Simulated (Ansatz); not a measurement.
Heating and cooling a random packing of NaMg$_{5}$Cl$_{11}$

A packing of 17 atoms, thrown in at random and pushed apart as soft spheres with like charges further apart (11 Cl, 5 Mg, 1 Na) went through Langevin stages in a fixed cell of 26.00 Å³/atom, at one k point, without spin and with a Fermi–Dirac width of kT (0.05 eV at least). Method: DFT PBE, scalar-relativistic, plane waves, PAW in Ansatz 0.2.0.

| thermostat (K) | duration (fs) | friction (1/fs) | cutoff (eV) | mean T (K) | mean P (GPa) | mean square displacement (Å²) |
| --- | --- | --- | --- | --- | --- | --- |
| 1600 | 72 | 0.030 | 320 | 2294 | 3.6 | 0.43 |
| 1600 | 750 | 0.030 | 420 | 1592 | 3.4 | 1.94 |
| 1150 | 750 | 0.030 | 420 | 1141 | 3.0 | 0.68 |
| 640 | 750 | 0.030 | 420 | 688 | 2.0 | 0.35 |
| 300 | 750 | 0.030 | 420 | 275 | 1.3 | 0.20 |

Means run over the second half of a stage; pressure includes the kinetic part; displacements count from the stage's start, the atoms' common shift taken off. In so short a run the atoms moved about a bond length or less in the hot stages, so this is an annealed packing, not a quenched equilibrium liquid.

Cell and atoms were then relaxed on coarser meshes and computed once more: Cutoff 420 eV; k points 3×3×3 on the computed 17-atom cell (Γ-centred); Gaussian smearing, width 0.02 eV; no spin polarisation.

Question: What structure is left?

Answer: One draw of many: 27.03 Å³/atom with a gap on the mesh of 4.45 eV, 1.80 eV/atom below the elements' standard states (static lattices, no corrections for gases) (a random packing after short dynamics, relaxed).

Counting as bonded all pairs within 1.2 times the summed covalent radii, but none from a metal cation to another cation:

```tsv
atom → neighbour	mean count	mean length (Å)	spread (Å)
Cl → Mg	2.27	2.49	0.10
Cl → Na	0.46	2.90	0.14
Mg → Cl	5.00	2.49	0.10
Na → Cl	5.00	2.90	0.14
```

Angles between all pairs of such bonds at an atom (mean ± spread): 111 ± 17° at Cl, 107 ± 27° at Mg, 100 ± 30° at Na.

```
CELL_PARAMETERS angstrom
7.45502 0.30937 -0.05658
0.32407 7.76148 0.10382
-0.05644 0.10815 7.95748
ATOMIC_POSITIONS crystal
Na 0.61431 0.88674 0.52792
Cl 0.71381 0.35886 0.85626
Cl 0.97709 0.48920 0.16669
Cl 0.44693 0.25930 0.17142
Cl 0.84311 0.14824 0.44098
Cl 0.92116 0.71415 0.70377
Cl 0.19838 0.36828 0.57668
Cl 0.71214 0.89972 0.14219
Cl 0.60704 0.54992 0.44100
Cl 0.26268 0.80975 0.30158
Cl 0.08071 0.07956 0.96217
Cl 0.45579 0.78416 0.83918
Mg 0.87469 0.41921 0.58840
Mg 0.36949 0.97359 0.06843
Mg 0.75883 0.65894 0.94864
Mg 0.84397 0.20216 0.13520
Mg 0.30315 0.49688 0.33148
```

An odd mesh misses points on the zone edge, so a gap read on it can be too wide.

Cost: 6 runs of about 26 core-minutes in all (earlier runs that led there not counted), on Arm Neoverse V2 (shared hosts).